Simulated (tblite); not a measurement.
CH2O3 (charge +1 and doublet state).
SMILES with atom numbers: `[O+:1]=[C:2]([OH:3])[OH:4]` (hydrogens: H5 on O3; H6 on O4)

Structure used (GFN2-xTB), in Å, numbered top down from 1:
```xyz
6
CH2O3 angstrom
O      0.105    1.300    0.171
C     -0.057    0.085    0.006
O      1.091   -0.545   -0.045
O     -1.103   -0.603   -0.113
H      1.950   -0.068    0.042
H     -1.983   -0.168   -0.082
```

Method: GFN2-xTB as coded in tblite; computed harmonic values from a numerical Hessian at the method's own geometry, unscaled. The method is semi-empirical: single wavenumbers can be off by several per cent or more. One conformer, not necessarily the lowest. Open shells enter through the occupations alone, without spin polarisation, and single modes of such species can be off by tens of per cent.

Harmonic wavenumbers (cm⁻¹): 340.2, 351.0, 489.5, 609.1, 658.3, 932.4, 987.7, 1101.6, 1241.4, 1611.7, 3176.2, 3243.5.

A = 13699, B = 10553, C = 5961 MHz; mass 62.000 u (most abundant isotopes); point group Cs, symmetry number 1; spin multiplicity 2.

What is the zero-point energy?

½Σν̃ = 7371 cm⁻¹ = 21.08 kcal/mol.

Entropy at 500 K, 1 bar (ideal gas, RRHO, classical rotation)?

Translation 40.89, rotation 24.98, vibration 9.46, spin (R ln 2) 1.38: S = 76.7 cal/(mol K).

And Cp and H(500 K) − H(0)?

Cp = 20.64 cal/(mol K), of which vibrations give 12.69 (their classical limit is 12 R = 23.8); H(500 K) − H(0) = 6.94 kcal/mol without the zero-point energy, 2.97 from vibrations.

What must be added to the electronic energy to get the Gibbs energy at 500 K and 1 bar?

ZPE + [H(500 K) − H(0)] − T·S = 21.08 + 6.94 − 38.35 = -10.33 kcal/mol.

Which modes carry the vibrational entropy at 500 K?

340.2 cm⁻¹: 2.11; 351.0 cm⁻¹: 2.05; 489.5 cm⁻¹: 1.46; 609.1 cm⁻¹: 1.11; 658.3 cm⁻¹: 0.99; 932.4 cm⁻¹: 0.53 cal/(mol K); the other 6 give 1.21 together.

How do the functions run with temperature in this model?

```
T (K)  S (cal/(mol K))  Cp (cal/(mol K))  H − H(0) (kcal/mol)  G − H(0) (kcal/mol)  ln q(vib)
  100             54.6               8.8                 0.81                -4.65       0.02
  200             61.8              12.3                 1.86               -10.49       0.23
  300             67.4              15.7                 3.26               -16.96       0.65
  800             87.4              24.6                13.79               -56.09       3.57
 1000             93.0              26.2                18.88               -74.15       4.70
```

q(vib) and H(0) count from the zero-point level.

Other conformers, if any are populated, would add a mixing term that is left out.

Hardware: one thread of an Intel Xeon 6975P-C (shared host). Cost: under 0.1 s. This covers the Hessian and the dipole derivatives.
